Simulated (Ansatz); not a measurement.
Results of PBE0+SOC in Ansatz (plane waves, PAW) for diamond-structure Ge.

Numerical settings: plane-wave cutoff 460 eV, 8×8×8 k mesh, Fermi–Dirac smearing 0.01 eV, PAW data made under PBE.

Cell (measured lattice):

Ge is taken in the cubic space group Fd-3m, origin choice 1 (No. 227), the diamond structure, Pearson symbol cF8. Lattice parameters: a = b = c = 5.6580 Å, α = β = γ = 90.00°. Ge on 8b is surrounded by 4 Ge at 2.450 Å (tetrahedral). (Neighbours: up to the widest gap in distance over summed covalent radii, below 1.35, at either atom.)
(The calculation used a cell of 2 atoms; values per cell refer to that cell.)

**Question.** Estimate the band gap and smallest direct gap on the k points sampled that the calculation returns.

**Answer.** 
* **band gap**: 1.25 eV (on the SCF k mesh)
* **smallest direct gap on the k points sampled**: 1.27 eV

Measured, for comparison: band gap 0.79 eV (measured zero-point renormalisation of 52 meV added back here; inputs from Miglio et al. (2020), arXiv:2011.12765). Computed (rounded) less measured: band gap +0.46 eV.

Note: cell and atoms aren't relaxed at this level (pressure 0.8 GPa).

Static lattice: no zero-point or thermal effects.

Ansatz is a quantum-chemistry and plane-wave program.
